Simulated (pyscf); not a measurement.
**Addition: H₂C=CH–Cl + F–C•(F)–F → F–C(F)(F)–CH₂–CH•–Cl**

Gas phase, doublet surface, charge 0. Bonds broken: none. Bonds formed: C1–C8. Structures and frequencies: ωB97X-D3(BJ)/def2-SVP in PySCF.

Transition state (Å):

```xyz
10

C      0.4590    -1.0241    -0.0271
C      1.5065    -0.2452     0.2961
Cl     2.2340    -0.2765     1.8580
H      0.0676    -1.0030    -1.0474
H      0.1086    -1.8076     0.6496
H      1.9375     0.4982    -0.3792
F     -2.0577    -0.3925     1.7102
C     -1.4617     0.2634     0.7293
F     -0.9951     1.4209     1.1567
F     -2.2942     0.4404    -0.2847
```

One imaginary mode, 219i cm⁻¹; descent along it reached the two sides named.

| bond | change | reactant side (Å) | saddle | product side |
|---|---|---|---|---|
| C1–C8 | forms | 3.7 | 2.433 | 1.523 |

Electronic energies relative to the separated reactants (kcal/mol):

| level | barrier | reaction energy | reverse barrier |
|---|---|---|---|
| ωB97X-D3(BJ)/def2-TZVP | 0.5 | -39.9 | 40.4 |
| PBE/def2-TZVP | -0.9 | -34.6 | 33.7 |
| r²SCAN/def2-TZVP | -1.3 | -38.8 | 37.5 |
| B3LYP-D3(BJ)/def2-TZVP | -0.6 | -35.3 | 34.7 |
| PBE0-D3(BJ)/def2-TZVP | -0.5 | -40.3 | 39.8 |
| M06-2X/def2-TZVP | 1.0 | -38.4 | 39.4 |
| ωB97M-D3(BJ)/def2-TZVP | 1.0 | -38.5 | 39.5 |
| HF/def2-TZVP | 6.2 | -32.9 | 39.1 |

With ωB97M-D3(BJ)/def2-TZVP energies and thermal terms (ideal gas, 1 atm, RRHO with modes under 100 cm⁻¹ raised to 100, one conformer, R ln 2 for rigid chiral ones), in kcal/mol:

```tsv
T (K)	ΔH‡	ΔG‡	ΔH	ΔG
298	1.3	12.2	-36.6	-24.7
600	1.9	22.9	-35.9	-12.8
900	2.6	33.3	-34.8	-1.5
1200	3.2	43.4	-33.7	+9.4
```

At PBE, r²SCAN, B3LYP-D3(BJ), PBE0-D3(BJ) this geometry lies under the reactants; that is no barrier but a single point on another level's saddle; such a level's own saddle, if it has one, lies nearer that side and is low. This is the saddle that the search found; another between the same sides may lie lower.
